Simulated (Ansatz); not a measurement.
A ladder of methods for [CF3]+ (SMILES F[C+](F)F)

[CF3]+ has 4 atoms, charge +1, and is taken as a singlet. SMILES: `F[C+](F)F`. Geometry: relaxed at PBE0-D4/def2-TZVP.

```xyz
4

F     0.6986   -0.1146    1.0054
C     0.0000    0.0000    0.0000
F    -0.6095   -0.9734   -0.4394
F    -0.0890    1.0880   -0.5660
```

Each level gives the energy change with the C2–F3 bond stretched from 1.230 to 2.459 Å (eV). The values are calculated.

```
                        level                    kind  program  value (eV)  less FCI/STO-3G  CPU time (all runs)
       HF/STO-3G (restricted)            Hartree–Fock   Ansatz        7.82            +3.85                0.2 s
     BLYP/STO-3G (restricted)                     GGA   Ansatz        5.13            +1.16                1.9 s
     PBE0/STO-3G (restricted)           global hybrid   Ansatz        6.32            +2.35                1.9 s
CAM-B3LYP/STO-3G (restricted)  range-separated hybrid   Ansatz        6.47            +2.50                2.2 s
    HSE06/STO-3G (restricted)  range-separated hybrid   Ansatz        6.30            +2.33                2.2 s
  wB97M-V/STO-3G (restricted)  range-separated hybrid   Ansatz        6.53            +2.56                 31 s
  CCSD(T)/STO-3G (restricted)   coupled cluster or CI   Ansatz        3.72            -0.25               0.39 s
                   FCI/STO-3G      exact in the basis   Ansatz        3.97             0.00                 37 s
```

FCI/STO-3G is exact within its basis and frozen core, so for wave-function methods in that basis the difference is their error; functionals converge differently with the basis, so for them it is only a difference. A spin-restricted reference rises too steeply as a bond breaks; here HF/STO-3G, BLYP/STO-3G, PBE0/STO-3G, CAM-B3LYP/STO-3G, HSE06/STO-3G, wB97M-V/STO-3G lie well above the multireference or unrestricted value. The first shape isn't each level's own minimum. The values span 3.72 to 7.82 eV. All rows use very small basis sets, so none should be taken for the real molecule's value. In so small a basis fixed costs decide the times, and correlated methods can beat functionals. CPU times are rough (shared hosts, several kinds of processor and program).
